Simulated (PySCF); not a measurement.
**AlH: singlet, from a linear start**

The task is one start of a wider search on AlH: the singlet, from a linear start. It is relaxed, tested by its Hessian and followed downhill if it is a saddle.

Program: PySCF 2.14.0. Level of theory: B3LYP, basis Al def2-SVP, H def2-SVP, no relativity, density fitting. These are calculated values, not measurements.

### 1 The starting structure

2 atoms, charge 0, spin multiplicity 1.

Bond lengths: Al1–H2 1.659 Å.

```xyz
2
charge 0 multiplicity 1
Al    0.0000    0.0000    0.0000
H     0.0000    0.0000    1.6590
```

### 2 Finding the electronic state

The steps below are one call of a driver around PySCF. For each, scf.py gives the equivalent set-up of the SCF; relaxations use the driver's own optimiser. After this first run the driver tries any further starts and a stability analysis.

The input, scf.py:

```python
from pyscf import gto, scf, dft
mol = gto.M(atom='''
Al     0.000000     0.000000     0.000000
H      0.000000     0.000000     1.659000''',
    basis={'Al': 'def2-SVP', 'H': 'def2-SVP'},
    charge=0, spin=0)
mf = dft.RKS(mol, xc='B3LYP')
mf.grids.atom_grid = (50, 194)
aux = {'Al': 'def2-universal-JKFIT', 'H': 'def2-universal-JKFIT'}
mf = mf.density_fit(auxbasis=aux)
mf.conv_tol = 1e-08
mf.diis_space = 10
mf.max_cycle = 60
mf.init_guess = 'minao'
mf.verbose = 4
mf.kernel()
```

The run is started by

```
OMP_NUM_THREADS=2 python axn.py task.json out
```

The log of the run:

```text
init E= -242.783108147709
  HOMO = -0.199871773713014  LUMO = -0.075623698258828  gap/eV = 3.38096
cycle= 1 E= -242.909516237863  delta_E= -0.126  |g|= 0.136  |ddm|= 1.06
  HOMO = -0.200383857010999  LUMO = -0.0756055348125179  gap/eV = 3.39539
cycle= 2 E= -242.915696741792  delta_E= -0.00618  |g|= 0.0686  |ddm|= 0.436
  HOMO = -0.2054440095454  LUMO = -0.0700496619479333  gap/eV = 3.68427
cycle= 3 E= -242.918563698038  delta_E= -0.00287  |g|= 0.00527  |ddm|= 0.19
  HOMO = -0.206200869891459  LUMO = -0.0703446739647931  gap/eV = 3.69684
cycle= 4 E= -242.91858292055  delta_E= -1.92e-05  |g|= 0.000485  |ddm|= 0.0204
  HOMO = -0.206261328685805  LUMO = -0.0704325386397742  gap/eV = 3.69609
cycle= 5 E= -242.918583042755  delta_E= -1.22e-07  |g|= 6.51e-05  |ddm|= 0.00109
  HOMO = -0.206222021008166  LUMO = -0.070403673409312  gap/eV = 3.69581
cycle= 6 E= -242.918583044697  delta_E= -1.94e-09  |g|= 3.48e-06  |ddm|= 0.000241
  HOMO = -0.206221586778799  LUMO = -0.0704038573596566  gap/eV = 3.69579
Extra cycle  E= -242.918583044701  delta_E= -4.46e-12  |g|= 8.07e-07  |ddm|= 9.93e-06
converged SCF energy = -242.918583044701
```

This step, with its further starts and checks, took under 0.5 s on 2 threads of Arm Neoverse V1, shared host.

No lower closed-shell solution turned up in the test of internal stability.

### 3 Relaxing the singlet from the linear start

The program finds C∞v symmetry in the start, which this walk keeps. Threshold on the gradient: 0.0003 Eh/bohr, with a further test on the energy change.

Changes to scf.py since step 2:

```diff
@@ -3,2 +3,2 @@
-Al     0.000000     0.000000     0.000000
-H      0.000000     0.000000     1.659000''',
+Al     0.000000     0.000000    -0.059736
+H      0.000000     0.000000     1.599264''',
@@ -14 +13,0 @@
-mf.init_guess = 'minao'
```

The optimiser's trace:

```
step  energy (Eh)  change (kJ/mol)  largest symmetric gradient (Eh/bohr)
   0  -242.918583             0.00                               0.00147
   1  -242.918592            -0.02                               0.00065
   2  -242.918594            -0.03                               0.00001
```

The walk took under 0.5 s.

Geometry (Å) and forces (eV/Å) at some steps:

```
step 0
Al   0.000   0.000  -0.060   0.000   0.000  -0.076
H    0.000   0.000   1.599   0.000   0.000   0.076
step 1
Al   0.000   0.000  -0.062   0.000   0.000  -0.034
H    0.000   0.000   1.601   0.000   0.000   0.034
step 2
Al   0.000   0.000  -0.064   0.000   0.000  -0.001
H    0.000   0.000   1.603   0.000   0.000   0.001
```

It settles in C∞v symmetry, 0.0 kJ/mol below the start, after 2 steps: Al–H 1.667 Å.

### 4 Vibrations and properties at this point

The point is checked on the finer grid, and tightened if its gradient asks for it. The Hessian and the dipole derivatives come from central differences of analytic gradients, with steps of 0.02 bohr.

Changes to scf.py since step 3:

```diff
@@ -3,2 +3,2 @@
-Al     0.000000     0.000000    -0.059736
-H      0.000000     0.000000     1.599264''',
+Al    -0.000000    -0.000000    -0.060011
+H      0.000000     0.000000     1.606618''',
@@ -8 +8 @@
-mf.grids.atom_grid = (50, 194)
+mf.grids.atom_grid = (75, 302)
@@ -11 +11 @@
-mf.conv_tol = 1e-08
+mf.conv_tol = 1e-10
```

This SCF starts from the last density.

Log of the central SCF (cycles and frontier levels):

```text
init E= -242.918593299883
  HOMO = -0.206386614347794  LUMO = -0.0705149610233405  gap/eV = 3.69726
cycle= 1 E= -242.918593299883  delta_E= -5.68e-13  |g|= 2.75e-07  |ddm|= 2.37e-06
  HOMO = -0.206386599907536  LUMO = -0.0705149154215457  gap/eV = 3.69726
Extra cycle  E= -242.918593299883  delta_E= 3.69e-13  |g|= 1.62e-07  |ddm|= 1.27e-06
converged SCF energy = -242.918593299883
```

The whole step took 1.1 s.

Geometry: C∞v; Al–H 1.667 Å.

Harmonic modes (main isotopes):

```
symmetry  ω (cm⁻¹)  IR (km/mol)  μ (u)     type
      σ+      1647          662   1.04  stretch
```

All wavenumbers are real: a minimum.

Constants and moments:

```yaml
Dipole_moment: 0.02 D
Highest_occupied_level: -5.62 eV
Lowest_empty_level: -1.92 eV
Rotational_constants: 6.247 cm⁻¹
Zero-point_energy: 9.8 kJ/mol
Principal_polarisabilities: 35.5, 35.5, 43.5 bohr³
Atomisation_energy_without_zero-point_energy: 304 kJ/mol
Principal_traceless_quadrupole_moments_about_the_centre_of_mass: -7.84, 3.92, 3.92 D Å
Entropy_at_298.15_K_and_1_bar: 187.9 J/(mol K)
Heat_capacity_Cp_at_298.15_K: 29.3 J/(mol K)
Enthalpy_at_298.15_K_above_0_K: 8.68 kJ/mol
Rotational_symmetry_number: 1
```

Populations by atom (charges in e):

| atom | Mulliken | Löwdin | polar tensor | Mayer order to Al1 |
| --- | --- | --- | --- | --- |
| Al1 | 0.24 | 0.21 | 0.27 | – |
| H2 | -0.24 | -0.21 | -0.27 | 0.88 |

Mulliken populations on Al1: s 5.90, p 6.82, d 0.04.

### 5 Outcome

| quantity | value |
| --- | --- |
| minimum | singlet, C∞v |
| geometry | Al–H 1.667 Å |
| wavenumbers (cm⁻¹) | 1647 (σ+) |
| dipole moment | 0.02 D |
| highest occupied, lowest empty level | -5.62, -1.92 eV |
| polar-tensor charge of Al1 | +0.27 e |
| zero-point energy | 9.8 kJ/mol |
| entropy at 298.15 K | 187.9 J/(mol K) |
| atomisation energy (no zero-point energy) | 304 kJ/mol |

The molecule stays C∞v, as typed, and the end point is a minimum. The strongest infrared band lies at 1647 cm⁻¹ (σ+, stretch). Only this shape and spin were tried, so other structures or states may lie lower.

The search up to here took 1.9 s.
